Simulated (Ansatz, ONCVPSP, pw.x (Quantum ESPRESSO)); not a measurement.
pw.x on diamond P: one setting changed

Potential: optimised norm-conserving Vanderbilt (ONCV), ONCVPSP 4.0.1, PBEsol; core [Ne], reference 3s2 3p3; waves: 3s: rc 1.30 bohr, ncon 3, nbas 8, qcut 5 1/bohr, local; 3p: rc 1.65 bohr, ncon 4, nbas 7, qcut 4.1 1/bohr, 2 projectors, debl 0.4 Ha; d scattering state at 0.46 Ha: rc 1.35 bohr, ncon 4, nbas 9, qcut 6.6 1/bohr, 2 projectors, debl 1.8 Ha; local part: the s channel; core correction: Teter function, fcfact 4.25, rcfact 1.25.

The reference run (k-mesh 9³, cutoffs 50/200 Ry, Fermi–Dirac 0.01 Ry, mixing_beta 0.4, conv_thr 1e-9, no spin) gives -0.05 GPa at 19.550 Å³/atom, where all-electron LAPW gives -0.20 GPa. This run, with its own iteration cap, changes k-mesh shift to 1.

```
&control
  calculation='scf', prefix='x', pseudo_dir='./', outdir='./tmp', tstress=.true., disk_io='none'
/
&system
  ibrav=0, nat=2, ntyp=1, ecutwfc=50, ecutrho=200, nbnd=12,
  occupations='smearing', smearing='fd', degauss=0.01
/
&electrons
  conv_thr=1e-09, mixing_beta=0.4, electron_maxstep=70
/
ATOMIC_SPECIES
P 1.0 P.UPF
CELL_PARAMETERS angstrom
  0.00000000 2.69390486 2.69390486
  2.69390486 0.00000000 2.69390486
  2.69390486 2.69390486 0.00000000
ATOMIC_POSITIONS crystal
P 0.0000 0.0000 0.0000
P 0.2500 0.2500 0.2500
K_POINTS automatic
9 9 9 1 1 1
```

```bash
pw.x < P.scf.in > P.scf.out
```

Problem. How does the run end?

Solution. It converges in 6 iterations; the free energy moves by -6.1 meV/atom and the pressure by +0.03 GPa.

```
Message from routine setup:
     using ibrav=0 with symmetry is DISCOURAGED, use correct ibrav instead
     lattice parameter (alat)  =       7.1994  a.u.
     unit-cell volume          =     263.8599 (a.u.)^3
     number of electrons       =        10.00
     number of Kohn-Sham states=           12
     kinetic-energy cutoff     =      50.0000  Ry
     charge density cutoff     =     200.0000  Ry
     scf convergence threshold =      1.0E-09
     Exchange-correlation= PBESOL
     number of k points=    85  Fermi-Dirac smearing, width (Ry)=  0.0100
     iteration #  1     ecut=    50.00 Ry     beta= 0.40
     total energy              =     -27.81525998 Ry
     estimated scf accuracy    <       0.01623271 Ry
     iteration #  2     ecut=    50.00 Ry     beta= 0.40
     total energy              =     -27.81403712 Ry
     estimated scf accuracy    <       0.00458675 Ry
     iteration #  3     ecut=    50.00 Ry     beta= 0.40
     total energy              =     -27.81424724 Ry
     estimated scf accuracy    <       0.00007600 Ry
     iteration #  4     ecut=    50.00 Ry     beta= 0.40
     c_bands:  1 eigenvalues not converged
     c_bands:  1 eigenvalues not converged
     total energy              =     -27.81426423 Ry
     estimated scf accuracy    <       0.00000022 Ry
     iteration #  5     ecut=    50.00 Ry     beta= 0.40
     total energy              =     -27.81426471 Ry
     estimated scf accuracy    <       0.00000007 Ry
     iteration #  6     ecut=    50.00 Ry     beta= 0.40
     the Fermi energy is     7.4481 ev
!    total energy              =     -27.81426472 Ry
     estimated scf accuracy    <          7.1E-10 Ry
     smearing contrib. (-TS)   =      -0.00488758 Ry
     The total energy is F=E-TS. E is the sum of the following terms:
     one-electron contribution =       4.67934981 Ry
     hartree contribution      =       2.34237266 Ry
     xc contribution           =      -8.37720725 Ry
     ewald contribution        =     -26.45389236 Ry
     convergence has been achieved in   6 iterations
          total   stress  (Ry/bohr**3)                   (kbar)     P=       -0.18
     Message from routine punch:
     Nothing written, as per user request (disk_io='none')
```

The run took about 12 s on one core of a shared server CPU.
